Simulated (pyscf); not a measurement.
This saddle point was located with ωB97X-D3(BJ)/def2-SVP in PySCF.

```
P
H 1 1.4272
H 1 1.4477 2 89.36
O 1 1.9986 2 82.03 3 136.45
H 4 0.9669 1 105.92 2 122.41
H 4 1.3028 5 112.41 1 -81.25
O 6 1.1111 4 136.78 5 102.29
H 7 0.9671 6 112.21 4 109.48
```
Charge 0, spin multiplicity 1.

Surface: singlet, charge 0. Lowest wavenumbers (cm⁻¹): 850i, 217, 343, 437, 579.

Task: Name the species on either side of this saddle.

Result: HO–PH₂ (SMILES OP) + H₂O (SMILES O) ⇌ HO–PH₂ (SMILES OP) + H₂O (SMILES O), a four-centre exchange read from left to right: O–P, H–O broken and O–P, H–O formed. At CCSD(T)/def2-TZVPP + ΔMP2(QZVPP) it lies +44.7 kcal/mol from the left side and +44.7 kcal/mol from the right (each side as separated species at their lowest minima found). On the reactant side the descent ends in a complex, 4.7 kcal/mol under the separated species and 46.8 kcal/mol under the saddle at ωB97X-D3(BJ)/def2-TZVP. On the product side the descent ends in a complex, 4.4 kcal/mol under the separated species and 46.5 kcal/mol under the saddle at ωB97X-D3(BJ)/def2-TZVP. At ωB97X-D3(BJ)/def2-TZVP the barrier from the zero used here is 42.1 kcal/mol. Another saddle between the same species, by other bonds, lies lower (37.9 kcal/mol against 41.5 kcal/mol at ωB97M-D3(BJ)/def2-TZVP). The CCSD(T) − MP2 part came from Ansatz, without density fitting, on the same reference.
